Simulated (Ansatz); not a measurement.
# HP2Si: the cost of one run

Computed with Ansatz 0.2.0, Gaussian basis. Level: the settings change from run to run.

25 further runs of the same task are left out: 11 that didn't finish, 14 set aside as unsound or not needed.

## Step 1: The system

The geometry is a PBE0/def2-TZVP stationary point (not a proven minimum) with its atoms shifted at random (size 0.040 Å).

4 atoms, charge 0, spin multiplicity 4.

Atoms are counted from 1 here; the program's logs count them from 0.

Bond lengths: P1–Si2 2.115 Å, P1–H4 1.394 Å, Si2–P3 2.207 Å. Angles: Si2–P1–H4 97.1°, P1–Si2–P3 112.6°.

## Step 2: CCSD on ROHF/def2-mTZVP

The input, in.yaml:

```yaml
crystal:
  periodic: [false, false, false]
  atoms:
    - {symbol: P, position_ang: [-0.015162, -0.449124, 1.734069]}
    - {symbol: Si, position_ang: [-0.015995, 0.816234, 0.039822]}
    - {symbol: P, position_ang: [0.031969, -0.309071, -1.858032]}
    - {symbol: H, position_ang: [-0.070808, 0.555377, 2.699727]}
basis:
  gaussian: {orbitals: def2-mTZVP}
magnetization: {spin_polarized: false, initial_magnetization: 3}
correlation: {method: ccsd, electrons: outside_noble_gas}
accuracy: high
```

On the command line:

```sh
$ ansatz run in.yaml --threads 1 --pin off --events-out ev --progress --plain --max-ram 2393MiB
```

**Question.** How long does this run take on 1 thread of Arm Neoverse V2, shared host, and how much memory does it need?

About 24 s, with a peak of 0.34 GiB.
